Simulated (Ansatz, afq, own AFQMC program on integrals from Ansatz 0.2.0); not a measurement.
# Atomization energy of SiH$_{4}$, singlet

| atom | x (Å) | y (Å) | z (Å) |
| --- | --- | --- | --- |
| Si | 0.0000 | 0.0000 | 0.0000 |
| H | 0.8558 | 0.8587 | 0.8568 |
| H | -0.8596 | -0.8544 | 0.8574 |
| H | -0.8547 | 0.8555 | -0.8611 |
| H | 0.8584 | -0.8599 | -0.8531 |

Atoms in their ground-state spins without spin–orbit coupling (mostly on UHF) minus the molecule (RHF), without zero-point energy. The geometry is a stationary point, not shown to be a minimum.

Basis 6-31G. Only valence electrons are correlated. Integrals, coupled cluster, full CI and functionals: Ansatz 0.2.0; the random walks run on the same integrals in our own AFQMC program. ph-AFQMC/CISD is guided by a CISD state made of CCSD amplitudes; releasing the constraint for a short imaginary time cuts its bias at the price of noise, slowly where states lie close. Free AFQMC starts from the CCSD state and is never constrained. Its projection time is finite, and what remains of the start isn't in its error. Error bars are statistical, one sigma. The errors of all members are added in quadrature.

Full CI on the same integrals is exact in this basis and with this determinant's frozen core.

Errors are counted within 6-31G, not against nature.

Cautions: SiH₄ (singlet): the ph-AFQMC/CISD walk drifts between its halves (2.0 errors); other spins of the molecule weren't checked.

```csv
level,atomization energy (kJ/mol)
HF,925.5
MP2,1048.7
```

(1) From these cheaper values, estimate the atomization energy at the reference level in 6-31G.

(1) 1089.5 kJ/mol (full CI in 6-31G).

```csv
level,atomization energy (kJ/mol),error against FCI (kJ/mol)
CCSD,1086.9,-2.6
CCSD(T),1088.8,-0.7
CCSDT,1089.4,-0.1
CCSDT(Q),1089.5,0.0
ph-AFQMC/HF,1090.6 ± 1.7,1.0 ± 1.7
ph-AFQMC/CISD,1089.6 ± 0.2,0.0 ± 0.2
released AFQMC,1089.6 ± 0.1,0.1 ± 0.1
free AFQMC,1089.8 ± 0.2,0.2 ± 0.2
```

Correlation beyond CCSD(T) adds 0.7 kJ/mol. The perturbative (T) step is worth +1.9 kJ/mol.

CCSDT and higher add their correlation energy to the determinant of the CCSD(T) run, since their own runs factorise the integrals more tightly (a shift of under 2 meV). Free projections are given only where their last times agree within the noise and don't stop above the reference; a slow remainder of the start can still hide under it. A walk keeps the symmetry of its determinant, which the program's search chose and which needn't be the lowest solution, so a lower state of the same spin and another symmetry isn't excluded. Released energies are given only where the last usable release times agree within the noise; a slower fall can still hide under it.
